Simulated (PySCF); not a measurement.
Phosphorus pentafluoride, PF₅.
Numbering: `[F:1][P:2]([F:3])([F:4])([F:5])[F:6]`

Structure used (PBE0-D3(BJ)/def2-SVP), in Å, numbered top down from 1:
```
atom  x, y, z in Å
F1     0.6422   -0.5738   -1.3522
P2     0.0032   -0.0053   -0.0075
F3     1.1101    1.1043    0.0491
F4     0.2439   -1.3887    0.6915
F5    -1.3442    0.2681   -0.7626
F6    -0.6358    0.5639    1.3371
```

The closed-shell ground state was solved at several levels (PySCF, density fitting, gas phase, non-relativistic). The dipole stays under 0.02 D at every level.

| level | basis functions | HOMO (eV) | LUMO (eV) | gap (eV) |
| --- | --- | --- | --- | --- |
| PBE0/STO-3G | 34 | -5.49 | 5.71 | 11.20 |
| PBE0/6-31G* | 88 | -11.70 | 0.41 | 12.11 |
| PBE0/6-31G | 58 | -12.52 | -1.56 | 10.96 |
| PBE0/def2-SVP | 88 | -11.97 | 0.34 | 12.31 |
| PBE0/def2-TZVP | 192 | -12.17 | 0.06 | 12.23 |

Task: Estimate the row for PBE0/6-311+G(2d,p), a basis of 170 functions; the other rows only guide the guess.

Result: HOMO -12.30 eV, LUMO -0.74 eV, gap 11.56 eV.

Task: Over all these levels, which gives the widest orbital gap and which the narrowest?

Result: PBE0/def2-SVP has the widest, 12.31 eV, and PBE0/6-31G the narrowest, 10.96 eV. From the narrowest to the widest the HOMO moves by +0.55 eV and the LUMO by +1.90 eV.

Task: How much does the basis alone move the frontier levels among the 6 PBE0 rows (the withheld one included)?

Result: The HOMO by 7.03 eV and the LUMO by 7.27 eV. By rising basis size (HOMO, LUMO in eV): STO-3G -5.49, 5.71; 6-31G -12.52, -1.56; 6-31G* -11.70, 0.41; def2-SVP -11.97, 0.34; 6-311+G(2d,p) -12.30, -0.74; def2-TZVP -12.17, 0.06.
